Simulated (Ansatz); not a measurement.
**How far each method lies from UCCSDTQ for HCCl, triplet**

Geometry: that of the HCCl, singlet, kept fixed. The singlet lies 0.5 eV lower here.

```xyz
3

C     0.0000   -0.1595    1.2148
Cl    0.0000    0.0287   -0.4563
H     0.0000    0.8931    1.5728
```

Basis cc-pVDZ; Ansatz 0.2.0. Correlated methods freeze the noble-gas cores, which leaves 12 electrons in 31 orbitals. R marks a restricted (for open shells ROHF) determinant, U an unrestricted one. Active spaces: valence = (12e, 9o) chosen from the atoms' valence shells.

Full CI isn't at hand for all of this; UCCSDTQ serves as the reference, and is uncertain by about the last step of the cluster series. The frozen core follows each run's orbitals, which can shift R against U totals by a few meV.

For open shells CISD is restricted-active-space CI with the open shells as a complete middle space.

- UHF ⟨S²⟩: 2.016
- T1 diagnostic (RCCSD): 0.0298
- largest doubles amplitude (RCCSD): 0.030
- T1 diagnostic (UCCSD): 0.0237

```json
{"level": "RHF", "E − E(UCCSDTQ) (kJ/mol)": "694.9", "share of correlation (%)": "0.00", "wall time": "–"}
{"level": "UHF", "E − E(UCCSDTQ) (kJ/mol)": "681.2", "share of correlation (%)": "1.98", "wall time": "–"}
{"level": "RMP2", "E − E(UCCSDTQ) (kJ/mol)": "92.9", "share of correlation (%)": "86.63", "wall time": "–"}
{"level": "UMP2", "E − E(UCCSDTQ) (kJ/mol)": "92.6", "share of correlation (%)": "86.67", "wall time": "–"}
{"level": "CISD", "E − E(UCCSDTQ) (kJ/mol)": "67.5", "share of correlation (%)": "90.29", "wall time": "1.9 s"}
{"level": "RCCSD", "E − E(UCCSDTQ) (kJ/mol)": "20.5", "share of correlation (%)": "97.04", "wall time": "–"}
{"level": "UCCSD", "E − E(UCCSDTQ) (kJ/mol)": "20.3", "share of correlation (%)": "97.08", "wall time": "–"}
{"level": "RCCSD(T)", "E − E(UCCSDTQ) (kJ/mol)": "3.4", "share of correlation (%)": "99.51", "wall time": "0.86 s"}
{"level": "UCCSD(T)", "E − E(UCCSDTQ) (kJ/mol)": "3.4", "share of correlation (%)": "99.51", "wall time": "0.91 s"}
{"level": "BCCD(T)", "E − E(UCCSDTQ) (kJ/mol)": "3.3", "share of correlation (%)": "99.53", "wall time": "1.3 s"}
{"level": "RCCSDT", "E − E(UCCSDTQ) (kJ/mol)": "1.2", "share of correlation (%)": "99.83", "wall time": "–"}
{"level": "UCCSDT", "E − E(UCCSDTQ) (kJ/mol)": "1.1", "share of correlation (%)": "99.84", "wall time": "–"}
{"level": "RCCSDT(Q)", "E − E(UCCSDTQ) (kJ/mol)": "0.1", "share of correlation (%)": "99.98", "wall time": "15 s"}
{"level": "UCCSDT(Q)", "E − E(UCCSDTQ) (kJ/mol)": "-0.2", "share of correlation (%)": "100.02", "wall time": "12 s"}
{"level": "RCCSDTQ", "E − E(UCCSDTQ) (kJ/mol)": "0.1", "share of correlation (%)": "99.99", "wall time": "41 s (H100)"}
{"level": "CASSCF (valence space)", "E − E(UCCSDTQ) (kJ/mol)": "567.3", "share of correlation (%)": "18.36", "wall time": "–"}
{"level": "NEVPT2 (valence space)", "E − E(UCCSDTQ) (kJ/mol)": "120.0", "share of correlation (%)": "82.73", "wall time": "1.8 s"}
{"level": "MRCISD (valence space)", "E − E(UCCSDTQ) (kJ/mol)": "45.1", "share of correlation (%)": "93.50", "wall time": "–"}
{"level": "MRCISD+Q (valence space)", "E − E(UCCSDTQ) (kJ/mol)": "5.5", "share of correlation (%)": "99.21", "wall time": "3.3 s"}
```

The correlation energy at UCCSDTQ, counted from RHF, is -7.202 eV. That run took 40 s on 2 threads of AMD EPYC 7R13 with a shared H100 80 GB, shared host.

Times hold each run's SCF and search for its determinant on a shared host, so for small cases they say little of a method's own cost; rows without a card ran on 1 thread of AMD EPYC 7R13.

Natural occupations of CASSCF (valence space) about the gap: 1.993 1.980 1.968 1.005 1.005 0.032 0.023; effectively unpaired electrons, Σ n²(2−n)², 2.01.
